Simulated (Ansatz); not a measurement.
Basis-set extrapolation for C₄H₅Cl, SMILES `C=C=C(C)Cl` (PBE0-D4/def2-TZVP geometry, frozen core, Ansatz). Multiplicity 1, RHF reference.

|  | def2-TZVPP | def2-QZVPP |
| --- | --- | --- |
| HF | -613.887558 | -613.907011 |
| MP2 correlation | -0.832824 | -0.893140 |
| CCSD(T) correlation | -0.918639 | not run |

Energies in hartree. Use E(X) = E(∞) + A·exp(−7.88·√X) for Hartree–Fock and E(X) = E(∞) + B·X^(−2.97) for correlation, with X = 3 and 4, and add CCSD(T) minus MP2 of the smaller set to the MP2 limit.

What is the CCSD(T) energy at the basis-set limit?

HF limit: -613.907011 + (-0.019453) × 0.13774 = -613.90969. MP2 limit: -0.893140 + (-0.060316) × 0.74074 = -0.93782. Higher-order term: -0.918639 − (-0.832824) = -0.08581. Total: -614.93332 hartree, 333.8 kJ/mol below CCSD(T)/def2-TZVPP.
